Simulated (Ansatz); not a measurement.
Trigonal Te was calculated with PBE-D3(BJ) (Ansatz, a quantum-chemistry and plane-wave program, plane waves, PAW).

Numerical settings: plane-wave cutoff 500 eV, 12×12×8 k mesh (along the axes of the cell as run), Fermi–Dirac smearing 0.05 eV, scalar-relativistic PAW data made under PBE.

Computed at the level's own relaxed cell.

**Question.** What does this level give for the volume per atom, lattice parameter a and lattice parameter c?

**Answer.** 
* **volume per atom**: 32.08 Å³/atom
* **lattice parameter a**: 4.314 Å
* **lattice parameter c**: 5.971 Å

The run finds no gap.

Measured, for comparison: lattice constant a 4.456 Å, lattice parameter c 5.928 Å (293 K, not corrected to a static lattice; as tabulated in Wikipedia's data pages). Computed (rounded) less measured: lattice constant a -3.2 %, lattice parameter c +0.7 %.

Spin–orbit coupling is not included.

The computed numbers hold no vibrational or temperature effects.
